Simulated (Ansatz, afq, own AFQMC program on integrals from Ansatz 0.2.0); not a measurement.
Where AFQMC and coupled cluster stand for SiGeH6, singlet

```csv
atom,x (Å),y (Å),z (Å)
Si,-1.6869,-0.0057,0.0011
Ge,0.6924,0.0023,-0.0004
H,-2.2037,1.3885,0.0032
H,-2.1959,-0.7069,1.2093
H,-2.1974,-0.7038,-1.2084
H,1.2392,-1.4352,-0.0026
H,1.2327,0.7222,1.2467
H,1.2311,0.7254,-1.2464
```

Basis cc-pVDZ. Noble-gas cores (and the filled d shells of Ga–Kr and In–Xe) are frozen. Ansatz 0.2.0 and our own AFQMC program on the same integrals; the CISD trial comes from CCSD amplitudes, and released means the phaseless constraint is let go. Uncertainties: one standard error, sampling alone. No spin–orbit coupling.

Determinant: RHF, the one that the program's search chose, which needn't be the lowest solution. The geometry is a PBE0/def2-TZVP stationary point of this or a neighbouring charge and spin state.

No full CI on the walks' own integrals is used here; CCSDT(Q) serves as the reference and is uncertain by about the last step of the cluster series.

Cautions: no relativity below Rb; no spin-orbit coupling; inner d shell frozen.

- T1 diagnostic: 0.0114
- weight of the determinant in the CISD state: 0.863
- size of the correlated space: 14 electrons in 56 orbitals

Reference: CCSDT(Q), correlation energy -7.277 eV. The released energy is read at 2.40 1/Eh (meV from the phaseless value at times in 1/Eh: -9 ± 12 at 0.24, -21 ± 12 at 0.51, -31 ± 13 at 0.99, -6 ± 16 at 1.62, 8 ± 16 at 2.40).

```csv
level,E − E(reference) (meV),share of correlation (%)
HF,7277.5,0.00
MP2,1568.3,78.45
CCSD,194.5,97.33
CCSD(T),36.5,99.50
CCSDT,5.6,99.92
ph-AFQMC/CISD,9.0 ± 12.1,99.88
released AFQMC,16.6 ± 15.6,99.77
```

A walk keeps the symmetry of its determinant, which the program's search chose and which needn't be the lowest solution, so a lower state of the same spin and another symmetry isn't excluded. Released energies are given only where the last usable release times agree within the noise; a slower fall can still hide under it.
